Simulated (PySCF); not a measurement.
## Orbital energies and ionisation energy

Compound: C₂H₆O₃S.
Cartesian coordinates in Å at the PBE0-D3(BJ)/def2-SVP level; atoms count from 1:
```
atom  x, y, z in Å
C1    -2.4726    0.0369    0.0405
O2    -1.1848    0.5934   -0.1501
S3     0.0081   -0.2043    0.6644
O4     0.0636   -1.5843    0.1760
O5     1.1274    0.6935   -0.1509
C6     2.4608    0.2594    0.0429
H7    -2.5099   -1.0102   -0.2999
H8    -3.1583    0.6393   -0.5683
H9    -2.7932    0.0901    1.0961
H10    2.5953   -0.7821   -0.2899
H11    3.0882    0.9183   -0.5704
H12    2.7755    0.3501    1.0979
```

Level: wB97X-D/def2-SVPD (PySCF). Frontier orbitals with their largest atomic shares (Löwdin; up to four atoms above 4 %):

| orbital | ε (eV) | main atoms |
| --- | --- | --- |
| HOMO−3 | -11.37 | O4 41 %, O5 17 %, O2 17 %, S3 7 % |
| HOMO−2 | -11.00 | O4 29 %, O5 23 %, O2 22 %, C6 6 % |
| HOMO−1 | -10.76 | O2 31 %, O5 31 %, O4 9 %, C1 7 % |
| HOMO | -9.75 | ? |
| LUMO | 1.28 | S3 48 %, O4 16 %, O2 11 %, O5 11 % |
| LUMO+1 | 2.12 | S3 46 %, C6 9 %, C1 9 %, O4 6 % |
| LUMO+2 | 2.36 | S3 68 %, O5 6 %, O2 6 %, O4 6 % |

Q: What vertical ionisation energy does ΔSCF give, and how far is −ε(HOMO) from it?

A: ΔSCF: 10.12 eV (976 kJ/mol; threshold wavelength 123 nm); ⟨S²⟩ of the doublet left behind is 0.764, against 0.75 for a pure doublet. −ε(HOMO) is 9.75 eV, 0.37 eV below it. For the exact functional −ε(HOMO) would equal the first vertical ionisation energy; wB97X-D (range-separated hybrid) falls short of its own ΔSCF value by 4 %.

Q: On which atoms does the HOMO lie?

A: O4 (sulfinyl oxygen) 33 %, S3 (sulfinyl sulfur) 29 %, O5 (oxygen bonded to C and S) 16 %, O2 (oxygen bonded to C and S) 16 %, so no atom holds as much as 40 %. The HOMO−1 lies 1.01 eV lower.

Q: What kinetic energy would electrons from this vertical process carry with 118.2 nm light (10.49 eV)?

A: 10.49 − 10.12 = 0.37 eV.

Q: With α = 59.8 au, estimate the like-pair dispersion coefficient by London's formula C6 = (3/4)α²I.

A: I = 0.3719 Eh, so C6 ≈ 998 au, a rough estimate.

Q: How many of the 10 lowest singlet excitations (vertical TDDFT, same level) lie below the ionisation energy?

A: All 10; they run from 5.97 to 8.60 eV.

Q: What total energies stand behind the ΔSCF value?

A: E(N) = -703.18158 Eh and E(N − 1) = -702.80972 Eh at the same geometry, 0.37186 Eh apart.

The structure is a single PBE0-D3(BJ)/def2-SVP conformer in the gas phase; no vibrational or solvent corrections.

The pairwise dispersion term of wB97X-D wasn't added to the energies; at a given geometry it leaves orbitals and properties as they are.
